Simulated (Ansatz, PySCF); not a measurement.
CH3O, SMILES C[O] (connectivity only; charge and spin as stated), charge -1, multiplicity 1. Atoms are numbered in the order given.

```xyz
5

C      0.0000     0.0000     0.5370
O      0.0000     0.0000    -0.8003
H      0.8876    -0.5125     1.0261
H      0.0000     1.0249     1.0261
H     -0.8876    -0.5125     1.0261
```
Charge -1, spin multiplicity 1.

Geometry optimised at B3LYP-D3(BJ)/def2-TZVPD. The multiplicity is an assumed one; other spin states were not compared. The isomer is the one that the SMILES or the coordinates give; other isomers of the formula were not compared.

Two levels are set side by side: PBE-D3(BJ)/def2-TZVPD (Ansatz, a first-principles code) and B3LYP-D3(BJ)/def2-TZVPD (Ansatz). Each level has its own optimised geometry; the coordinates shown are those of the second. Frequencies come from the Hessian of PySCF at each geometry. Differences are taken from unrounded values.

```
quantity                            B3LYP-D3(BJ)  PBE-D3(BJ)  PBE-D3(BJ) minus B3LYP-D3(BJ)
----------------------------------  ------------  ----------  -----------------------------
mean bond length (Å)                       1.186       1.196                          0.010
bond C1–O2 (Å)                             1.337       1.338                          0.001
bond C1–H3 (Å)                             1.136       1.149                          0.014
bond C1–H4 (Å)                             1.136       1.149                          0.014
bond C1–H5 (Å)                             1.136       1.149                          0.014
highest harmonic wavenumber (cm⁻¹)          2600        2500                           -100
mean harmonic wavenumber (cm⁻¹)             1705        1639                            -66
zero-point energy (kcal/mol)               21.94       21.09                          -0.85
```

Exact exchange shortens and stiffens bonds; PBE has none. Differences between two approximate levels are no errors against the true value.
